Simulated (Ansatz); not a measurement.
hcp Mg was calculated with r²SCAN+rVV10 (PAW; Ansatz, a program for electronic structure).

From the output:

```
Crystal: 2 atoms, lattice volume = 44.916 Å³
Basis set: ecut = 560 eV, 1363 PW (Γ), exchange–correlation on 75×75×120 points (27 copies of the dense FFT grid, shifted against one another)
Bands: 14, of which v1, the nominal top of the filled ones, is band 10 counted from 1 (9 counted from 0)
Symmetry: 24 space group operations
Space group: P63/mmc (ITA 194), of the structure as read, at distance tolerance 3.6e-5 Å
k-points: 259 of 3888
Functional: x = r2scan, c = r2scan + rvv10(b = 11.95, C = 0.0093); τ floored in thin density (d = 2e-4 eV/Å³)
SCF iter   1: F=—  HF=-3851.961018 eV  |F-HF|=—  |Δ(HF+E_count)|=         —  Δρ=7.36e-3  dr2=7.79e-3  dr2_τ=7.12e-4
SCF iter   2: F=—  HF=-3851.968819 eV  |F-HF|=—  |Δ(HF+E_count)|=   7.80e-3  Δρ=3.08e-3  dr2=1.95e-3  dr2_τ=5.56e-5
  ...
SCF iter   5: F=—  HF=-3851.969440 eV  |F-HF|=—  |Δ(HF+E_count)|=   1.15e-6  Δρ=5.32e-6  dr2=7.77e-9  dr2_τ=7.18e-10
SCF iter   6: F=-3851.969440 eV  HF=-3851.969440 eV  |F-HF|=7.73e-12  |Δ(HF+E_count)|=   1.10e-8  Δρ=3.33e-7  dr2=6.31e-11  dr2_τ=4.77e-12
SCF 1 converged in 6 iterations: F = -3851.969440 eV  dr2 = 6.31e-11
SCF converged after 6 iterations
Free energy (F): -3851.969440 eV
Internal energy: -3851.963976 eV  (E = F + TS)
E sigma→0 (E₀):  -3851.966708 eV
Fermi energy:    5.828679 eV
--- Forces (eV/Å), atoms counted from 1 ---
  atom   1  Mg    -0.00000000    -0.00000000    -0.00000000
  atom   2  Mg     0.00000000     0.00000000     0.00000000
--- Stress (GPa, compression-positive) ---
        0.014018      -0.000000      -0.000000
       -0.000000       0.014018      -0.000000
       -0.000000      -0.000000       0.000054
  P = ⅓ Tr σ = 0.0094 GPa (0.094 kbar)
```

### Question
Write an input file that could have produced this run (the log leaves some choices open).

### Answer
Several could match; the one computed here: 
Ansatz 0.2 input:
```yaml
crystal:
  lattice:
    - [1.5876351131, -2.7498646798, 0.0]
    - [1.5876351131, 2.7498646798, 0.0]
    - [0.0, 0.0, 5.1441260651]
  atoms:
    - { symbol: Mg, position: [0.3333333333, 0.6666666667, 0.25] }
    - { symbol: Mg, position: [0.6666666667, 0.3333333333, 0.75] }
basis:
  ecutwfc: 560
  ecutrho_ratio: 4
  xc_grid: 3
kpoints:
  mp_grid: { grid: [18, 18, 12] }
hamiltonian:
  xc: r2scan
  dispersion: rvv10
  pseudopotentials: { kind: paw }
scf:
  occupations: { method: fermi_dirac, width: 0.05 }
  convergence: { dr2_threshold: 0.0000000002 }
output:
  forces: true
  stress: true
  eigenvalues: true
```

The PAW data were made under PBE.
